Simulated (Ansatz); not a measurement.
**SiH3 (doublet): wave-function methods side by side at distance Si1–H4 = 1.486 Å, 6-31G**

How much of the correlation energy of SiH3 (doublet) does each wave-function method recover here?

Method: 6-31G, core rule «outside noble gas», up to 5 orbitals frozen; program: Ansatz 0.2.0, Gaussian basis.

Plan: UHF; CCSD(T) on ROHF; CCSD(T) on UHF; BCCD(T) on ROHF; CISD; CCSDT(Q) on ROHF; CCSDT(Q) on UHF; CISDTQ; CCSDTQ on ROHF; CCSDTQ on UHF; CASSCF and MRCISD+Q, 3 electrons in 3 orbitals; CASSCF and NEVPT2, 3 electrons in 3 orbitals; CASSCF and MRCISD+Q, 7 electrons in 7 orbitals; CASSCF and NEVPT2, 7 electrons in 7 orbitals; Full CI.

17 further runs of the same task are left out: 12 that didn't finish, 5 set aside as unsound or not needed.

**1. What is computed**

The geometry derives from a PBE0/def2-TZVP stationary point (not a proven minimum). One bond is set to the value named and the two fragments are kept rigid.

4 atoms, charge 0, spin multiplicity 2.

Atoms are counted from 1 here; the program's logs count them from 0.

Bond lengths: Si1–H2 1.486 Å, Si1–H3 1.486 Å, Si1–H4 1.486 Å. Angles: H2–Si1–H3 111.3°, H2–Si1–H4 111.3°, H3–Si1–H4 111.3°.

**2. UHF**

in.yaml

```yaml
crystal:
  periodic: [false, false, false]
  atoms:
    - {symbol: Si, position_ang: [0.000090, -0.000062, -0.043737]}
    - {symbol: H, position_ang: [1.415348, 0.014593, 0.409118]}
    - {symbol: H, position_ang: [-0.721058, 1.220018, 0.403029]}
    - {symbol: H, position_ang: [-0.696788, -1.232882, 0.406559]}
basis:
  gaussian: {orbitals: 6-31G}
magnetization: {spin_polarized: true, initial_magnetization: 1}
hamiltonian: {xc: hf}
output: {orbitals: {seedname: orbitals}}
```

Run with:

```
$ ansatz run in.yaml --threads 1 --pin off --events-out ev --progress --plain --max-ram 2393MiB
```

After this run come: CCSD(T) on ROHF; CCSD(T) on UHF; BCCD(T) on ROHF; CISD; CCSDT(Q) on ROHF; CCSDT(Q) on UHF; CISDTQ; CCSDTQ on ROHF; CCSDTQ on UHF; CASSCF and MRCISD+Q, 3 electrons in 3 orbitals; CASSCF and NEVPT2, 3 electrons in 3 orbitals; CASSCF and MRCISD+Q, 7 electrons in 7 orbitals; CASSCF and NEVPT2, 7 electrons in 7 orbitals; Full CI.

**Question.** What will the summary of the whole plan be? Wanted: FCI below the RHF energy; RMP2 from FCI; UMP2 from FCI; RCCSD from FCI; RCCSD(T) from FCI; UCCSD(T) from FCI; RCCSDT(Q) from FCI; UCCSDT(Q) from FCI; NEVPT2 pair from FCI.

**Answer**, as computed:

```
                         quantity                                                                                                                                                       value
         FCI below the RHF energy                                                                                                                                                  -1.9136 eV
                    RMP2 from FCI                                                                                                                                                  +574.1 meV
                    UMP2 from FCI                                                                                                                                                  +565.8 meV
                   RCCSD from FCI                                                                                                                                                   +28.9 meV
                RCCSD(T) from FCI                                                                                                                                                    +9.1 meV
                UCCSD(T) from FCI                                                                                                                                                    +9.1 meV
               RCCSDT(Q) from FCI                                                                                                                                                    +0.2 meV
               UCCSDT(Q) from FCI                                                                                                                                                    +0.1 meV
             NEVPT2 pair from FCI                                                                                                                                                  +470.3 meV
           MRCISD+Q pair from FCI                                                                                                                                                    -7.1 meV
          NEVPT2 valence from FCI                                                                                                                                                  +167.5 meV
levels within 1 kcal/mol (43 meV)  RCCSD, UCCSD, RCCSD(T), UCCSD(T), BCCD(T), RCCSDT, UCCSDT, CISDTQ, RCCSDT(Q), UCCSDT(Q), RCCSDTQ, UCCSDTQ, MRCISD+Q pair, MRCISD valence, MRCISD+Q valence
                    T1 diagnostic                                                                                                                                                       0.013
   effectively unpaired electrons                                                                                                                                                        1.02
```

**Reading.** RCCSD(T) misses by +9.1 meV, 0.5 % of the correlation energy. MRCISD+Q pair falls below full CI: the +Q correction isn't variational, and the cores differ from full CI's. One determinant dominates. Of the multireference levels listed MRCISD+Q pair comes nearest in total energy (-7.1 meV), which doesn't show that its space is the better one. These misses are within one basis, not against nature; the frozen cores of restricted and unrestricted runs differ, which can shift their rows.
